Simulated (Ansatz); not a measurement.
Base system: W in the bcc (W type) structure (space group Im-3m, No. 229).

```yaml
crystal:
  lattice:
    - [-1.58464, 1.58464, 1.58464]
    - [1.58464, -1.58464, 1.58464]
    - [1.58464, 1.58464, -1.58464]
  atoms:
    - { symbol: W, position: [0.00000, 0.00000, 0.00000] }
```

Method: Ansatz (an electronic-structure program), r2SCAN, PAW, cutoff 500 eV, no spin-orbit coupling.

The change: full substitution W → Mo, then cell and atoms are relaxed.

Measured lattice parameter a: W 3.16 Å (static lattice; corrected from measurement; as listed in Daniel Mejia-Rodriguez, S. B. Trickey, Phys. Rev. B (2018)); Mo 3.141 Å (static lattice; corrected from measurement; as listed in Daniel Mejia-Rodriguez, S. B. Trickey, Phys. Rev. B (2018)).

Question: How well does r2SCAN reproduce the measured shift?

Answer: With r2SCAN the lattice parameter a moves by -0.019 Å (3.169 → 3.151) against -0.019 Å measured.

No phonon test of stability was made. All final runs are without spin polarisation.
